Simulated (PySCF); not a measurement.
Compound: C₄H₅NO.
Atom-mapped SMILES: `[O:1]=[CH:2][NH:3][CH:4]1[CH:5]=[CH:6]1` (hydrogens: H7 on C2; H8 on N3; H9 on C4; H10 on C5; H11 on C6)

Structure used (GFN2-xTB), in Å, numbered top down from 1:
```
atom  x, y, z in Å
O1    -2.0444   -0.9344   -1.3006
C2    -1.9416   -0.1634   -0.3795
N3    -0.7882    0.2283    0.1928
C4     0.4989   -0.2459   -0.2470
C5     1.6970    0.6324   -0.1060
C6     1.6176   -0.3630    0.7337
H7    -2.8185    0.3129    0.1005
H8    -0.8008    0.8801    0.9618
H9     0.3733   -0.9337   -1.0738
H10    2.2019    1.4949   -0.4664
H11    2.0103   -0.9055    1.5585
```

A PySCF run (density fitting, gas phase, GFN2-xTB geometry) gave HOMO -6.56 eV, LUMO -3.48 eV, dipole 3.68 D.

Problem. Which of these levels was it?
A. OPBE/MINI
B. PBE0/pcSseg-1
C. CAM-B3LYP/def2-SVPD
D. B97-D/def2-SVPD

Solution. A. It is OPBE/MINI. All candidates on this geometry:

| level and settings | kind | basis functions | SCF cycles | E (Eh) | HOMO (eV) | LUMO (eV) | dipole (D) |
| --- | --- | --- | --- | --- | --- | --- | --- |
| OPBE/MINI | GGA | 35 | 16 | -282.9233 | -6.56 | -3.48 | 3.68 |
| B97-D/def2-SVPD | GGA | 163 | 16 | -284.9349 | -5.74 | -1.54 | 4.40 |
| PBE0/pcSseg-1 | global hybrid | 127 | 14 | -284.9636 | -7.06 | -0.46 | 4.41 |
| CAM-B3LYP/def2-SVPD | range-separated hybrid | 163 | 14 | -284.9928 | -8.50 | 0.56 | 4.52 |

The nearest other candidate, by the summed differences of HOMO and LUMO, is B97-D/def2-SVPD: its HOMO differs by +0.82 eV and its LUMO by +1.94 eV. B97-D ran without the empirical dispersion term, which would shift the total energy alone. Cycle counts include a coarse-grid stage where the run had one.
